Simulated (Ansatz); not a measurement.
Geometry optimisation, RKS PBE0-D4/def2-SVP in Ansatz 0.2.0.

input.yaml

```yaml
crystal:
  periodic: [false, false, false]
  atoms:
    - { symbol: O, position_ang: [0.1542, -1.036, 1.2172] }
    - { symbol: C, position_ang: [-0.6877, -0.3866, 0.1556] }
    - { symbol: C, position_ang: [-0.1689, -0.0514, -1.1597] }
    - { symbol: F, position_ang: [1.2164, -0.2402, -1.5219] }
    - { symbol: C, position_ang: [-0.4637, 0.9495, -0.3593] }
    - { symbol: Cl, position_ang: [0.6735, 2.0531, 0.3077] }
    - { symbol: H, position_ang: [1.0518, -0.6646, 1.1851] }
    - { symbol: H, position_ang: [-0.54866, -1.6284, 1.58482] }
basis:
  gaussian: { orbitals: def2-SVP }
hamiltonian:
  xc: pbe0
  dispersion: d4
relax:
  f_tol: 0.02
  max_steps: 50
```

Run as:

```bash
$ ansatz run input.yaml --threads 2 --pin off --max-ram 3072MiB --backend cpu --events-out ev --progress --plain --runs-dir out
```

Q: Where does it end, and by what steps?

A: It converged. After 31 steps the energy has fallen by 4.810 eV; H7 moved furthest, 1.73 Å. Parted: O1–C2.

| step | energy less start (eV) | largest force component (eV/Å) | accepted |
| --- | --- | --- | --- |
| 0 | 0.0000 | 6.393 | yes |
| 2 | -2.1187 | 2.385 | yes |
| 4 | -3.6577 | 2.703 | yes |
| 6 | -4.4319 | 2.121 | yes |
| 8 | -4.7057 | 0.776 | yes |
| 10 | -4.7237 | 0.926 | yes |
| 12 | -4.7415 | 0.272 | yes |
| 14 | -4.7431 | 0.651 | yes |
| 16 | -4.7694 | 0.607 | yes |
| 18 | -4.7810 | 0.744 | yes |
| 20 | -4.7928 | 0.220 | yes |
| 22 | -4.8012 | 0.176 | yes |
| 24 | -4.8055 | 0.097 | yes |
| 26 | -4.8075 | 0.147 | yes |
| 28 | -4.8092 | 0.029 | yes |
| 30 | -4.8098 | 0.025 | yes |
| 31 | -4.8098 | 0.008 | yes |

```xyz
8
Properties=species:S:1:pos:R:3
O 0.660 -1.884 1.937
C -0.433 -0.128 -0.093
C 0.042 0.171 -1.369
F 0.340 -0.283 -2.534
C -0.049 1.175 -0.506
Cl 0.104 2.770 -0.036
H 0.545 -1.313 2.704
H 0.018 -1.513 1.307
```

Whether the end is a true minimum wasn't checked by a vibrational analysis.

Run time: 40 s on 2 threads of Intel(R) Xeon(R) 6975P-C (Granite Rapids), on a shared host, peak memory 0.23 GiB.
